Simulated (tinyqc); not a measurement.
Worked calculation: UHF in the sto-6g basis, for CH2, spin multiplicity 3. One step of it, computed by the program tinyqc.

Problem. Iteration 2: diagonalisation and new density. Diagonalise F' = X^T F X, C = X C', fill 5 alpha and 3 beta electrons from the bottom; D(s) = C_occ C_occ^T. Each column has its largest component positive (the first on a tie).

F(alpha) (hartree), lower triangle:
```
             1C 1s      1C 2s     1C 2px     1C 2py     1C 2pz      2H 1s      3H 1s
1C 1s   -11.141325
1C 2s    -2.868034  -1.476753
1C 2px    0.000000   0.000000  -0.355870
1C 2py    0.000000   0.000000   0.000000  -0.164505
1C 2pz   -0.005460   0.025983   0.000000   0.000000  -0.216168
2H 1s    -0.477359  -0.541871   0.000000  -0.328850  -0.234286  -0.368682
3H 1s    -0.477359  -0.541871   0.000000   0.328850  -0.234286  -0.123224  -0.368682
```

F(beta) (hartree), lower triangle:
```
             1C 1s      1C 2s    1C 2px     1C 2py     1C 2pz      2H 1s      3H 1s
1C 1s   -11.088268
1C 2s    -2.821975  -1.171506
1C 2px    0.000000   0.000000  0.365364
1C 2py    0.000000   0.000000  0.000000  -0.074842
1C 2pz   -0.008591  -0.161713  0.000000   0.000000   0.291091
2H 1s    -0.465211  -0.507769  0.000000  -0.310337  -0.135584  -0.271153
3H 1s    -0.465211  -0.507769  0.000000   0.310337  -0.135584  -0.083882  -0.271153
```

X:
```
                1          2          3         4          5          6         7
1C 1s   -0.331669   0.000000   0.752156  0.000000  -0.595267   0.000000  0.203503
1C 2s    1.042787   0.000000  -0.321639  0.000000  -0.290423   0.000000  0.468611
1C 2px   0.000000   0.000000   0.000000  1.000000   0.000000   0.000000  0.000000
1C 2py   0.000000   0.962756   0.000000  0.000000   0.000000   0.619417  0.000000
1C 2pz   0.498092   0.000000   0.633120  0.000000   0.651656   0.000000  0.218884
2H 1s   -0.712036  -0.747078  -0.189257  0.000000   0.153902   0.399120  0.372305
3H 1s   -0.712036   0.747078  -0.189257  0.000000   0.153902  -0.399120  0.372305
```

Give: F' = X^T F X; orbital energies; coefficients C; F' = X^T F X; orbital energies; coefficients C; D(alpha) after iteration 2; D(beta) after iteration 2.

Solution.

F' = X^T F X (alpha) (hartree), lower triangle:
```
         1       2        3        4        5        6        7
1   0.1196
2   0.0000  0.5196
3   1.2031  0.0000  -4.9537
4   0.0000  0.0000   0.0000  -0.3559
5  -0.7665  0.0000   4.6446   0.0000  -5.0069
6   0.0000  0.0999   0.0000   0.0000   0.0000  -0.4665
7   0.2998  0.0000  -2.3580   0.0000   2.5305   0.0000  -2.0738
```

orbital energies (alpha) (hartree): MO1 -11.1441, MO2 -0.8403, MO3 -0.4765, MO4 -0.3802, MO5 -0.3559, MO6 0.4498, MO7 0.5297

coefficients C (alpha):
```
            MO1      MO2      MO3      MO4     MO5      MO6      MO7
1C 1s    0.9956  -0.2345   0.0000   0.0887  0.0000  -0.1322   0.0000
1C 2s    0.0188   0.8402   0.0000  -0.4627  0.0000   0.7580   0.0000
1C 2px   0.0000   0.0000   0.0000   0.0000  1.0000   0.0000   0.0000
1C 2py   0.0000   0.0000   0.5203   0.0000  0.0000   0.0000   1.0198
1C 2pz   0.0018   0.0015   0.0000   0.7433  0.0000   0.7543   0.0000
2H 1s   -0.0035   0.2006   0.4717   0.3521  0.0000  -0.7354  -0.7035
3H 1s   -0.0035   0.2006  -0.4717   0.3521  0.0000  -0.7354   0.7035
```

F' = X^T F X (beta) (hartree), lower triangle:
```
         1       2        3       4        5        6        7
1   0.2664
2   0.0000  0.6144
3   1.1140  0.0000  -4.6737
4   0.0000  0.0000   0.0000  0.3654
5  -0.8791  0.0000   4.9237  0.0000  -4.6220
6   0.0000  0.1158   0.0000  0.0000   0.0000  -0.3953
7   0.3470  0.0000  -2.3451  0.0000   2.5570   0.0000  -1.9126
```

orbital energies (beta) (hartree): MO1 -11.0900, MO2 -0.6422, MO3 -0.4084, MO4 0.2324, MO5 0.3654, MO6 0.5578, MO7 0.6275

coefficients C (beta):
```
            MO1      MO2      MO3      MO4     MO5      MO6      MO7
1C 1s    0.9965  -0.2058   0.0000  -0.1500  0.0000  -0.1163   0.0000
1C 2s    0.0149   0.7114   0.0000   0.7280  0.0000   0.6771   0.0000
1C 2px   0.0000   0.0000   0.0000   0.0000  1.0000   0.0000   0.0000
1C 2py   0.0000   0.0000   0.5072   0.0000  0.0000   0.0000   1.0263
1C 2pz   0.0022   0.1228   0.0000  -0.6054  0.0000   0.8602   0.0000
2H 1s   -0.0032   0.2871   0.4806  -0.4134  0.0000  -0.6722  -0.6974
3H 1s   -0.0032   0.2871  -0.4806  -0.4134  0.0000  -0.6722   0.6974
```

D(alpha) after iteration 2, lower triangle:
```
          1C 1s    1C 2s  1C 2px   1C 2py  1C 2pz    2H 1s   3H 1s
1C 1s    1.0540
1C 2s   -0.2193   0.9203
1C 2px   0.0000   0.0000  1.0000
1C 2py   0.0000   0.0000  0.0000   0.2707
1C 2pz   0.0674  -0.3426  0.0000   0.0000  0.5525
2H 1s   -0.0193   0.0056  0.0000   0.2454  0.2620   0.3867
3H 1s   -0.0193   0.0056  0.0000  -0.2454  0.2620  -0.0582  0.3867
```

D(beta) after iteration 2, lower triangle:
```
          1C 1s   1C 2s  1C 2px   1C 2py  1C 2pz    2H 1s   3H 1s
1C 1s    1.0355
1C 2s   -0.1316  0.5063
1C 2px   0.0000  0.0000  0.0000
1C 2py   0.0000  0.0000  0.0000   0.2573
1C 2pz  -0.0231  0.0874  0.0000   0.0000  0.0151
2H 1s   -0.0622  0.2042  0.0000   0.2438  0.0352   0.3134
3H 1s   -0.0622  0.2042  0.0000  -0.2438  0.0352  -0.1486  0.3134
```
